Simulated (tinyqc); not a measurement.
MP2 on RHF in the sto-3g basis, for LiH, spin multiplicity 1, step by step. One step of it, computed by the program tinyqc.

Task: Orthogonalisation. S = U s U^T; symmetric (Loewdin) form X = U s^(-1/2) U^T, so that X^T S X = 1.

overlap S, lower triangle:
```
           1Li 1s    1Li 2s   1Li 2px   1Li 2py   1Li 2pz     2H 1s
1Li 1s   1.000000
1Li 2s   0.241137  1.000000
1Li 2px  0.000000  0.000000  1.000000
1Li 2py  0.000000  0.000000  0.000000  1.000000
1Li 2pz  0.000000  0.000000  0.000000  0.000000  1.000000
2H 1s    0.035821  0.325457  0.000000  0.000000  0.450349  1.000000
```

Give: eigenvalues of S; X.

Result:

eigenvalues of S: 0.433  0.802  1.000  1.000  1.179  1.586

X, lower triangle:
```
         1Li 1s  1Li 2s  1Li 2px  1Li 2py  1Li 2pz  2H 1s
1Li 1s    1.023
1Li 2s   -0.130   1.077
1Li 2px   0.000   0.000    1.000
1Li 2py   0.000   0.000    0.000    1.000
1Li 2pz  -0.007   0.073    0.000    0.000    1.099
2H 1s     0.017  -0.209    0.000    0.000   -0.283  1.152
```
